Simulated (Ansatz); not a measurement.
Two shapes of triplet BHS.

Shape 1:

```xyz
3

B     0.0000    0.0000    0.0000
H     0.0000    0.0000    2.0700
S     0.0000    2.6061   -2.1868
```

Shape 2:

```xyz
3

B     0.0000    0.0000    0.0000
H     0.0000    0.0000    3.2200
S     0.0000    4.0539   -3.4016
```

Basis set: pcseg-2 (spherical functions). Charge 0, multiplicity 3.

Computed with Ansatz (development build ahead of 0.2.0); each method stands on the lowest determinant of its kind that the runs found.

(1) Which shape is lower in energy, and by how much in each method?

## Answers

(1)

| method | E(2) − E(1) (eV) |
| --- | --- |
| ROHF | 2.423 |
| PBE0 (restricted open-shell) | 2.385 |

Shape 1 is lower. Caution: other spin multiplicities may lie lower; an unrestricted determinant lies well below. Caution for PBE0 (restricted open-shell): charge can spread falsely over distant fragments.
